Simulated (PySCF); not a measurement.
## Cost against result

Saddle point of CH4OSi, closed shell (CH₄OSi ([CH3][Si][OH]) → CH₄OSi ([CH3][SiH][O]); bonds formed: H1–Si3; bonds broken: H1–O2), PBE0-D4/def2-TZVP structure:

H1  (-0.199, -2.300, -0.754)
O2  (-1.283, -1.613, -0.006)
Si3  (0.057, -0.850, -0.330)
C4  (0.321, 0.926, 0.194)
H5  (1.217, 1.024, 0.814)
H6  (-0.559, 1.243, 0.763)
H7  (0.445, 1.570, -0.681)
(Å)

Barriers are electronic and count from the start structure reached by relaxing down the imaginary mode.

Program: PySCF 2.14 with density fitting (its default auxiliary sets; JK sets also for MP2 and CCSD(T)). Basis: as named in each row. Cores are frozen in the correlated methods. B3LYP uses VWN-RPA correlation. Extrapolation: Hartree–Fock as exp(−7.88 √X), correlation as X^−2.97.

Times are rough, for one single point on 4 threads of a shared host (INTEL XEON PLATINUM 8581C).

The estimate by CCSD(T) at an estimated basis limit (MP2 extrapolated from triple and quadruple zeta, plus CCSD(T) − MP2 in triple zeta) is 240.0 kJ/mol.

| method | basis | time (s) | barrier (kJ/mol) | method less estimate |
| --- | --- | --- | --- | --- |
| HF | STO-3G | under 1 | 562.6 | 322.6 |
| MP2 | def2-QZVPP | 2 | 223.7 | -16.3 |
| B3LYP-D4 | 6-31G | 2 | 289.7 | 49.7 |
| PBE0-D4 | def2-SVP | 3 | 251.8 | 11.8 |
| PBE-D4 | def2-SVP | 3 | 214.9 | -25.1 |
| SPW92 | def2-TZVPP | 4 | 198.0 | -42.0 |
| CCSD(T) | def2-SVP | 4 | 262.0 | 22.0 |
| BHLYP-D4 | def2-TZVPP | 5 | 276.1 | 36.1 |
| PBE0-D4 | def2-TZVPP | 6 | 237.2 | -2.8 |
| B3LYP-D4 | def2-TZVPP | 6 | 237.2 | -2.8 |
| PBE-D4 | def2-TZVPP | 6 | 203.2 | -36.8 |
| r2SCAN-D4 | def2-TZVPP | 10 | 215.5 | -24.5 |
| CCSD(T) | def2-TZVPP | 67 | 244.6 | 4.7 |
| wB97M-V | def2-TZVPP | 100 | 252.2 | 12.2 |

All methods are single points on the PBE0-D4 structures.

T1 diagnostic: at most 0.026. The T1 diagnostic is large here, which may signal multireference character or strong orbital relaxation, so CCSD(T) is less sure. The restricted Hartree–Fock reference is unstable towards an unrestricted one at one or more of these structures.

Labels in which every atom is bracketed show which atoms are joined, not bond orders.
